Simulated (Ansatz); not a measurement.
Basis-set extrapolation for CH5N2+, SMILES `NC=[NH2+]` (PBE0-D4/def2-TZVP geometry, frozen core, Ansatz 0.2.0). Multiplicity 1, RHF reference.

|  | cc-pV(T+d)Z | cc-pV(Q+d)Z |
| --- | --- | --- |
| HF | -149.530049 | -149.540454 |
| MP2 correlation | -0.567302 | -0.605457 |
| CCSD(T) correlation | -0.613021 | -0.647367 |

Energies in hartree. Use E(X) = E(∞) + A·exp(−5.46·√X) for Hartree–Fock and E(X) = E(∞) + B·X^(−3.05) for correlation, with X = 3 and 4.

What is the CCSD(T) energy at the basis-set limit?

HF limit: -149.540454 + (-0.010405) × 0.30130 = -149.54359. Correlation limit: -0.647367 + (-0.034346) × 0.71189 = -0.67182. Total: -150.21541 hartree, 189.9 kJ/mol below CCSD(T)/cc-pV(T+d)Z.
